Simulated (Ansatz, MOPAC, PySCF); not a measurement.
Gas-phase reaction in SMILES: CS (CH4S) → S[CH2-] + H+

Property: gas-phase deprotonation energy (enthalpy at 298 K), in kcal/mol. Terms: non-relativistic; no spin-orbit coupling; no dispersion term unless named; LANL2DZ with its own core potentials from Na on; frozen cores in correlated levels; PM7 with its own dispersion and hydrogen-bond terms; 6-31G* and kin with 6d, 5d where marked; 6-311+G** with 5d, 6d on Na to Ar in Ansatz (a program for electronic structure). Basis-set limits of correlation are two-point, X^-3; Hartree-Fock from the larger set. The bracket is a focal-point correction in the basis named. First-principles rows: single points at B3LYP-D3(BJ) geometries (Ansatz), with unscaled harmonic terms from B3LYP/6-31G* at its own minima. Semi-empirical rows: MOPAC heats of formation at their own minima for 298 K, the proton's as measured. Anions need diffuse functions, which STO-3G, LANL2DZ, def2-SVP, cc-pVDZ and Pople sets without + lack.

Coupled cluster (Ansatz) is a level with limits of its own, used here on species with T1 under 0.025 (0.045 for open shells) and stable references: RI-MP2/CBS(aug-cc-pV(T+d)Z,aug-cc-pV(Q+d)Z)+[CCSD(T)-MP2]/aug-cc-pV(T+d)Z.

Value to compare with, RI-MP2/CBS(aug-cc-pV(T+d)Z,aug-cc-pV(Q+d)Z)+[CCSD(T)-MP2]/aug-cc-pV(T+d)Z (Ansatz): 394.3 kcal/mol.

```
level           program  gas-phase deprotonation energy (enthalpy at 298 K) (kcal/mol)  difference
--------------  -------  -------------------------------------------------------------  ----------
PM3               MOPAC                                                          382.1       -12.2
PM7               MOPAC                                                          370.0       -24.3
HF/STO-3G        Ansatz                                                          532.8       138.5
HF/6-311+G**     Ansatz                                                          404.7        10.4
PBE/STO-3G       Ansatz                                                          521.4       127.1
PBE/LANL2DZ      Ansatz                                                          406.4        12.1
PBE/6-31G*       Ansatz                                                          406.6        12.3
PBE/6-311+G**    Ansatz                                                          390.7        -3.6
BP86/def2-SVP     PySCF                                                          403.9         9.6
B3LYP/STO-3G     Ansatz                                                          523.0       128.7
B3LYP/3-21G      Ansatz                                                          418.1        23.8
B3LYP/6-31G*     Ansatz                                                          410.7        16.4
B3LYP/6-31G**    Ansatz                                                          411.5        17.2
MP2/STO-3G       Ansatz                                                          542.5       148.2
PBE/def2-TZVPD   Ansatz                                                          389.7        -4.6
```

Among the 14 habitual levels, MP2/STO-3G lies farthest from RI-MP2/CBS(aug-cc-pV(T+d)Z,aug-cc-pV(Q+d)Z)+[CCSD(T)-MP2]/aug-cc-pV(T+d)Z (Ansatz) (148.2 kcal/mol) and PBE/6-311+G** nearest (-3.6); 11 of 14 lie above it, and their mean absolute difference is 48.9 kcal/mol, the median 16.8. One case shows no general order.

The levels are drawn from those run, B3LYP/6-31G* more often than the rest, none by its result; runs whose electronic state is in doubt are left out.
